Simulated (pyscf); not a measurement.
Cl–Al(Cl)–Cl (SMILES [Cl][Al]([Cl])[Cl]) + H• (SMILES [H]) → HCl (SMILES Cl) + [Cl–Al–Cl]• (SMILES [Cl][Al][Cl]) (atom transfer; doublet surface; Al–Cl broken, Cl–H formed). Structures and frequencies: ωB97X-D3(BJ)/def2-SVP in PySCF. Correlated levels are frozen-core, on RHF or UHF. ΔMP2 is the change of the MP2 total energy from the triple- to the quadruple-zeta basis. Rate constants from transition-state theory, CCSD(T)/def2-TZVPP + ΔMP2(QZVPP) energies (ideal gas, 1 atm, RRHO with modes under 100 cm⁻¹ raised to 100, one conformer, R ln 2 for chiral ones without a mode under 150 cm⁻¹; no tunnelling), k in cm³ molecule⁻¹ s⁻¹.

| T (K) | 1000/T | log10 k |
|---|---|---|
| 298 | 3.354 | -26.20 |
| 600 | 1.667 | ? |
| 900 | 1.111 | -14.90 |
| 1200 | 0.833 | -13.41 |

Problem. Fit an Arrhenius line to the three values, give the activation energy, and predict k at 600 K.

Solution. Least squares gives log10 k = -9.23 − 5.06 × 1000/T, so Ea = 5.06 × ln 10 × 1.987 = 23.2 kcal/mol, against an electronic barrier of 21.5. At 600 K the line gives -17.66; the computed value is -17.78 (ΔG‡ = 32.4 kcal/mol), a factor 1.3 under the line, since the plot is curved. On the product side the descent ends in a complex, 7.1 kcal/mol under the separated species and 17.4 kcal/mol under the saddle at ωB97X-D3(BJ)/def2-TZVP. At ωB97X-D3(BJ) the barrier from the zero used here is 24.1 kcal/mol. One saddle was located; it need not be the lowest between these sides. The angle at the transferred Cl is 143°. The CCSD(T) − MP2 part came from Ansatz, without density fitting, on the same reference.
